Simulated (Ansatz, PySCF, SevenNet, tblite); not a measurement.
How well does each level of theory give the lattice parameter a of zinc-blende AlAs?

Reference value: 5.649 Å (measured, static lattice: zero-point anharmonic expansion removed; as tabulated in Mejia-Rodriguez and Trickey (2018), arXiv:1807.09216).

```
level (code)                    value (Å)
-----------------------------  ----------
GFN1-xTB (tblite)                   5.580
SevenNet-l3i5                       5.735
LDA (Ansatz)                        5.629
PBE (Ansatz)                        5.728
PBE-D3(BJ) (Ansatz)                 5.665
rVV10 (Ansatz)                 (withheld)
B3LYP (VWN-RPA form) (Ansatz)       5.735
Hartree–Fock (Ansatz)          (withheld)
MP2 (PySCF)                    (withheld)
```

Task: What belongs in the gaps?

Result: 
- rVV10 (Ansatz, an electronic-structure program), value (Å): 5.751
- Hartree–Fock (Ansatz), value (Å): 5.745
- MP2 (PySCF), value (Å): 5.620 ± 0.02

Errors against the reference: GFN1-xTB -1.22 %, SevenNet-l3i5 +1.52 %, LDA -0.35 %, PBE +1.40 %, PBE-D3(BJ) +0.28 %, rVV10 +1.81 %, B3LYP (VWN-RPA form) +1.52 %, Hartree–Fock +1.70 %, MP2 -0.51 %.

Once the reference is moved by up to 0.10 % (a margin picked here for doubts on the reference and the settings) and values within 0.10 % count as equal, the nearest can be PBE-D3(BJ) (+0.28 %) or LDA (-0.35 %). Farthest off among them: rVV10 (+1.81 %). Within 1 %: LDA, PBE-D3(BJ), MP2.

A ± on a computed value is a rough bar: the spread of its extrapolation, a floor set from checks against published values, or a statistical error. GFN1-xTB: the method was fitted mainly to molecules. GFN1-xTB: the run uses a supercell at the zone centre in place of a k mesh. Cutoffs and k meshes differ between the levels. Ansatz's density-functional and Hartree–Fock values are scalar-relativistic unless marked +SOC, with PAW data made under PBE.

Machine-learned potentials (SevenNet-l3i5) are trained on DFT data: a solid inside that data is no test of them.

Differences are worked out from the printed values.
